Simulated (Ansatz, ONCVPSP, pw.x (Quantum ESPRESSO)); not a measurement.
pw.x on bcc P: one setting changed

Potential: optimised norm-conserving Vanderbilt (ONCV), ONCVPSP 4.0.1.1 (patched build), PBEsol; core [Ne], reference 3s2 3p3; waves: 3s: rc 1.65 bohr, ncon 5, nbas 8, qcut 4.4 1/bohr, 1 projector; 3p: rc 1.80 bohr, ncon 4, nbas 7, qcut 4.5 1/bohr, 1 projector; d scattering state at 0.19 Ha: rc 1.85 bohr, ncon 4, nbas 7, qcut 5.9 1/bohr, 2 projectors, debl 1.5 Ha; local part: polynomial inside 1.65 bohr (lpopt 5, dvloc0 0 Ha); core correction: Teter function, fcfact 4, rcfact 1.4.

The reference run (k-mesh 15³, cutoffs 90/360 Ry, Fermi–Dirac 0.01 Ry, mixing_beta 0.4, conv_thr 1e-9, no spin) gives -1.73 GPa at 13.798 Å³/atom, where all-electron LAPW gives -1.04 GPa. This run, with its own iteration cap, changes degauss to 0.02.

```
&control
  calculation='scf', prefix='x', pseudo_dir='./', outdir='./tmp', tstress=.true., disk_io='none'
/
&system
  ibrav=0, nat=1, ntyp=1, ecutwfc=90, ecutrho=360, nbnd=9,
  occupations='smearing', smearing='fd', degauss=0.02
/
&electrons
  conv_thr=1e-09, mixing_beta=0.4, electron_maxstep=60
/
ATOMIC_SPECIES
P 1.0 P.UPF
CELL_PARAMETERS angstrom
  -1.51095681 1.51095681 1.51095681
  1.51095681 -1.51095681 1.51095681
  1.51095681 1.51095681 -1.51095681
ATOMIC_POSITIONS crystal
P 0.0000 0.0000 0.0000
K_POINTS automatic
15 15 15 0 0 0
```

```bash
pw.x < P.scf.in > P.scf.out
```

How does the run end?

It converges in 6 iterations; the free energy moves by -41.0 meV/atom and the pressure by +0.57 GPa. In a metal, with Fermi–Dirac smearing, F lies below its zero-width value by a term in the square of the width.

```
Message from routine setup:
     using ibrav=0 with symmetry is DISCOURAGED, use correct ibrav instead
     lattice parameter (alat)  =       4.9455  a.u.
     unit-cell volume          =      93.1135 (a.u.)^3
     number of electrons       =         5.00
     number of Kohn-Sham states=            9
     kinetic-energy cutoff     =      90.0000  Ry
     charge density cutoff     =     360.0000  Ry
     scf convergence threshold =      1.0E-09
     Exchange-correlation= PBESOL
     number of k points=   120  Fermi-Dirac smearing, width (Ry)=  0.0200
     iteration #  1     ecut=    90.00 Ry     beta= 0.40
     total energy              =     -14.14570391 Ry
     estimated scf accuracy    <       0.00234778 Ry
     iteration #  2     ecut=    90.00 Ry     beta= 0.40
     total energy              =     -14.14553789 Ry
     estimated scf accuracy    <       0.00066704 Ry
     iteration #  3     ecut=    90.00 Ry     beta= 0.40
     total energy              =     -14.14558466 Ry
     estimated scf accuracy    <       0.00001051 Ry
     iteration #  4     ecut=    90.00 Ry     beta= 0.40
     total energy              =     -14.14558543 Ry
     estimated scf accuracy    <       0.00000002 Ry
     iteration #  5     ecut=    90.00 Ry     beta= 0.40
     total energy              =     -14.14558546 Ry
     estimated scf accuracy    <          1.3E-09 Ry
     iteration #  6     ecut=    90.00 Ry     beta= 0.40
     the Fermi energy is    11.7942 ev
!    total energy              =     -14.14558546 Ry
     estimated scf accuracy    <          2.6E-10 Ry
     smearing contrib. (-TS)   =      -0.00806826 Ry
     The total energy is F=E-TS. E is the sum of the following terms:
     one-electron contribution =       6.16120968 Ry
     hartree contribution      =       0.18826930 Ry
     xc contribution           =      -4.55504338 Ry
     ewald contribution        =     -15.93195280 Ry
     convergence has been achieved in   6 iterations
          total   stress  (Ry/bohr**3)                   (kbar)     P=      -11.60
     Message from routine punch:
     Nothing written, as per user request (disk_io='none')
```

The run took about 21 s on one core of a shared host (Intel(R) Xeon(R) Platinum 8175M CPU @ 2.50GHz, 96 threads, 755 GiB, load 36).
